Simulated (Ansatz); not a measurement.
AlH5OSi, SMILES `[OH][AlH][SiH3]`. The species carries charge 0 and has multiplicity 1.

```
atom   x (Å)   y (Å)   z (Å)
  O1  -1.009   1.413  -1.327
 Al2  -0.536   0.857   0.207
 Si3   0.784  -1.203   0.248
  H4  -1.521   2.210  -1.459
  H5  -0.963   1.691   1.491
  H6   0.174  -2.202   1.174
  H7   2.160  -0.930   0.758
  H8   0.911  -1.837  -1.092
```

Problem. Give the diagnostics of a CCSD(T)/def2-TZVPP run (frozen core, Ansatz 0.2.0). (Best estimate.)

Solution. Computed: T1 = 0.0136, largest single amplitude 0.030, largest double 0.025, (T) share of the correlation energy 3.1 %, 10 CCSD cycles. The RHF solution is stable towards an unrestricted one. T1 lies under the customary mark of 0.02 for closed shells.
